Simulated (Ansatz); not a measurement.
Gd2ZrS5 (Pnma, No. 62; cell taken from a computed entry), treated with HSE06 in Ansatz (PAW).

Run with plane-wave cutoff 460 eV, 2×4×4 k mesh (along the axes of the cell as run), Fermi–Dirac smearing 0.01 eV, spin-polarised start, scalar-relativistic PAW data made under PBE.

Cell (relaxed with PBEsol):

```xyz
32
Lattice="11.3618 0.0000 0.0000 0.0000 7.7569 0.0000 0.0000 0.0000 7.1889" Properties=species:S:1:pos:R:3 pbc="T T T"
Gd     7.6986     3.8644     3.8072
Gd     3.6632     3.8925     3.3817
Gd     9.3441     3.8925     0.2128
Gd     2.0177     3.8644     6.9761
Gd     2.0177     0.0141     6.9761
Gd     9.3441     7.7428     0.2128
Gd     3.6632     7.7428     3.3817
Gd     7.6986     0.0141     3.8072
Zr     5.7771     5.8177     0.5646
Zr     5.5846     1.9392     6.6242
Zr    11.2655     1.9392     4.1591
Zr     0.0963     5.8177     3.0298
S      4.6576     7.4499     5.9987
S      6.7042     0.3070     1.1902
S      1.0233     0.3070     2.4042
S     10.3384     7.4499     4.7846
S     10.3384     4.1854     4.7846
S      1.0233     3.5715     2.4042
S      6.7042     3.5715     1.1902
S      4.6576     4.1854     5.9987
S      7.7737     5.8177     6.0117
S      3.5881     1.9392     1.1771
S      9.2690     1.9392     2.4173
S      2.0928     5.8177     4.7716
S      5.7180     5.8177     3.2373
S      5.6438     1.9392     3.9516
S     11.3247     1.9392     6.8317
S      0.0371     5.8177     0.3571
S      3.2983     5.8177     1.3353
S      8.0635     1.9392     5.8535
S      2.3826     1.9392     4.9298
S      8.9792     5.8177     2.2591
```

Task: Give the computed band gap.

Result: 
band gap: 1.75 eV (on the SCF k mesh)

Note: the magnetic order was assumed, not searched for or taken from measurement; the state of the 4f shell is in doubt; cell and atoms aren't relaxed at this level (largest force component 0.08 eV/Å, pressure 3.5 GPa).

Spin–orbit coupling is not included.

The computed numbers hold no vibrational or temperature effects.

Ansatz is a quantum-chemistry and plane-wave program.
